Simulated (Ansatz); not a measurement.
Reaction (SMILES): [PH2] (PH2) → 2 H atom + P atom
B3LYP-D3(BJ)/def2-TZVP geometries, fixed; electronic energies without zero-point terms.

Basis-set convergence of the atomisation energy at wB97M-V with Ansatz (an electronic-structure program). Cartesian d functions, on some or all atoms, in 6-31G*, 6-31+G*, 6-311G**, 6-311+G**; all else is spherical. The program fits the integrals of some runs and decomposes those of others, by size. Open shells are unrestricted. The functional holds VV10 correlation; no added dispersion term, no relativity. Functions are those of the species that has most. Reference: the value in aug-cc-pV(5+d)Z, 157.44 kcal/mol, itself unsure by roughly 0.02 kcal/mol (its mean distance from pcseg-4, aug-pcseg-3, aug-cc-pV(Q+d)Z). Deviations are taken from unrounded values.

| basis | functions | atomisation energy (kcal/mol) |
|---|---|---|
| 6-31G* | 23 | 154.70 |
| 6-31+G* | 27 | 154.80 |
| def2-SVP | 28 | 157.07 |
| def2-SVPD | 40 | 158.43 |
| pcseg-1 | 28 | 153.72 |
| aug-pcseg-1 | 45 | 154.31 |
| cc-pV(D+d)Z | 33 | 157.06 |
| aug-cc-pV(D+d)Z | 50 | 155.93 |
| 6-311G** | 39 | 154.51 |
| 6-311+G** | 43 | 154.41 |
| def2-TZVP | 49 | 157.09 |
| def2-TZVPD | 61 | 157.26 |
| pcseg-2 | 62 | 156.33 |
| aug-pcseg-2 | 96 | 156.87 |
| cc-pV(T+d)Z | 67 | 157.35 |
| aug-cc-pV(T+d)Z | 101 | 157.16 |
| def2-TZVPP | 70 | 157.63 |
| def2-TZVPPD | 82 | 157.75 |
| cc-pV(Q+d)Z | 124 | 157.53 |
| aug-cc-pV(Q+d)Z | 181 | 157.44 |
| def2-QZVPP | 130 | 157.37 |
| def2-QZVPPD | 142 | 157.41 |
| pcseg-3 | 130 | 157.36 |
| aug-pcseg-3 | 187 | 157.42 |
| cc-pV(5+d)Z | 210 | 157.45 |
| aug-cc-pV(5+d)Z | 296 | 157.44 |

What the diffuse functions change, pair by pair:
- 6-31G* to 6-31+G*: 4 more functions, deviation -2.75 to -2.64 kcal/mol
- def2-SVP to def2-SVPD: 12 more functions, deviation -0.38 to 0.99 kcal/mol
- pcseg-1 to aug-pcseg-1: 17 more functions, deviation -3.73 to -3.13 kcal/mol
- cc-pV(D+d)Z to aug-cc-pV(D+d)Z: 17 more functions, deviation -0.38 to -1.51 kcal/mol
- 6-311G** to 6-311+G**: 4 more functions, deviation -2.93 to -3.04 kcal/mol
- def2-TZVP to def2-TZVPD: 12 more functions, deviation -0.36 to -0.19 kcal/mol
- pcseg-2 to aug-pcseg-2: 34 more functions, deviation -1.11 to -0.58 kcal/mol
- cc-pV(T+d)Z to aug-cc-pV(T+d)Z: 34 more functions, deviation -0.09 to -0.28 kcal/mol
- def2-TZVPP to def2-TZVPPD: 12 more functions, deviation 0.19 to 0.30 kcal/mol
- cc-pV(Q+d)Z to aug-cc-pV(Q+d)Z: 57 more functions, deviation 0.08 to 0.00 kcal/mol
- def2-QZVPP to def2-QZVPPD: 12 more functions, deviation -0.08 to -0.03 kcal/mol
- pcseg-3 to aug-pcseg-3: 57 more functions, deviation -0.08 to -0.03 kcal/mol
- cc-pV(5+d)Z to aug-cc-pV(5+d)Z: 86 more functions, deviation 0.00 to 0.00 kcal/mol

Leaving out the reference's own pair, they bring the value nearer the reference by more than 0.02 kcal/mol in 7 of 12 pairs.
